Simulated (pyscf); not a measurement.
This saddle point was located with ωB97X-D3(BJ)/def2-SVP in PySCF.

```
Si
F 1 1.6268
H 1 1.4890 2 109.11
H 1 1.4895 3 112.29 2 -120.84
H 1 1.7930 3 105.94 4 -118.06
N 5 1.2484 1 155.69 3 33.22
F 6 1.3626 5 100.19 1 -75.97
F 6 1.3723 5 98.48 1 29.36
```
Charge 0, spin multiplicity 2.

Surface: doublet, charge 0. Lowest wavenumbers (cm⁻¹): 1860i, 37, 56, 93, 165.

**Question.** Which two sides does it connect, and which bonds change?

**Answer.** F–N•–F (SMILES F[N]F) + F–SiH₃ (SMILES F[SiH3]) ⇌ F–NH–F (SMILES FNF) + F–SiH₂• (SMILES F[SiH2]), a hydrogen abstraction read from left to right: H–Si broken and H–N formed. At ωB97M-D3(BJ)/def2-TZVP it lies +107.7 kJ/mol from the left side (each side as separated species at their lowest minima found). This is the saddle that the search found; another between the same sides may lie lower. The angle at the transferred H is 156°.
